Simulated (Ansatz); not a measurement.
Two shapes of doublet C2H3.

Shape 1:

```xyz
5

C    -0.0191   -0.0155   -0.6165
C     0.0037    0.0045    0.7217
H     0.0193    0.7334    1.5278
H    -0.0184   -1.0166   -1.2001
H    -0.0338    0.8589   -1.2028
```

Shape 2:

```xyz
5

C     0.0000   -0.0561   -0.6352
C     0.0000   -0.0490    0.7808
H     0.0000    0.7423    1.6530
H     0.0000   -1.0638   -1.2592
H     0.0000    0.9521   -1.2676
```

Basis set: cc-pVDZ (spherical functions). Correlated methods keep 2 orbitals frozen. Charge 0, multiplicity 2.

Computed with Ansatz (development build ahead of 0.2.0); each method stands on the lowest determinant of its kind that the runs found.

(1) Which shape is lower in energy, and by how much in each method?

Results:

(1)

```
 method  E(2) − E(1) (eV)
    UHF             0.540
UHF-MP2             0.612
```

Shape 1 is lower. Caution: the unrestricted determinant is spin contaminated.
